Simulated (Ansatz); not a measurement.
Species: C2H6, charge 1, doublet. C2H6+ (parent SMILES CC, doublet).
B3LYP-D3(BJ)/def2-TZVP minimum from Ansatz (a first-principles code):
```
C
H 1 1.0844
C 1 1.4343 2 118.36
H 3 1.0844 1 118.36 2 180.00
H 1 1.1399 2 111.95 3 133.47
H 3 1.1399 4 111.95 1 -133.47
H 1 1.1399 2 111.95 5 93.07
H 3 1.1399 4 111.95 6 -93.07
```
Charge +1, spin multiplicity 2.

Total energies in aug-cc-pVDZ, 13 correlated electrons, 2 frozen orbitals. Open shells are spin-unrestricted; no spin-orbit coupling. Cores are frozen in correlated methods. No relativity. The spin of C2H6+ (parent SMILES CC, doublet) was assumed, and the state is the lowest solution found for it.

```tsv
method	program	energy (Eh)	minus CCSDT(Q) (mEh)
HF	Ansatz	-78.82312	343.58
MP2	Ansatz	-79.12103	45.68
CCSD	Ansatz	-79.15437	12.33
CCSD(T)	Ansatz	-79.16527	1.44
CCSDT(Q)	Ansatz	-79.16670	0.00
```

Rough core times of Ansatz's runs on a shared machine: CCSD(T) 30 s, CCSDT(Q) 20 min.
